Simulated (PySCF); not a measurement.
From results back to the method.

C3H3NO.
Geometry (PBE0-D3(BJ)/def2-SVP, Å), atoms numbered from 1 in this order:
```xyz
8
C3H3NO angstrom
C     -0.9152   -0.4020    0.8886
C     -0.6389    0.3940   -0.1497
N      0.5702    0.4683   -0.8017
C      1.7033    0.0975   -0.9314
O      2.8162   -0.1910   -1.1427
H     -1.9110   -0.3824    1.3337
H     -0.1710   -1.0802    1.3131
H     -1.3981    1.0667   -0.5598
```

The closed-shell ground state was solved 4 times with PySCF (density fitting, gas phase), always in the pcSseg-2 basis (222 functions), with these functionals: B97-2, BHandHLYP, CAM-B3LYP and LC-wPBE.

```
row  total energy (Eh)  HOMO (eV)  LUMO (eV)  dipole (D)
  P          -246.0810      -7.10      -0.88        2.27
  Q          -246.0609      -8.64       0.24        2.37
  R          -245.9995      -9.95       1.39        2.34
  S          -246.0233      -8.34       0.20        2.46
```

Task: Which functional belongs to which row?

Result: P = B97-2, Q = CAM-B3LYP, R = LC-wPBE, S = BHandHLYP. By rising HOMO–LUMO gap: B97-2 (global hybrid, 21 % exact exchange) 6.22 eV; BHandHLYP (global hybrid, 50 % exact exchange) 8.54 eV; CAM-B3LYP (range-separated hybrid) 8.88 eV; LC-wPBE (range-separated hybrid) 11.34 eV. Total energies of different functionals aren't bounds to one another; each is stationary for its own functional.

One conformer stands for the species.
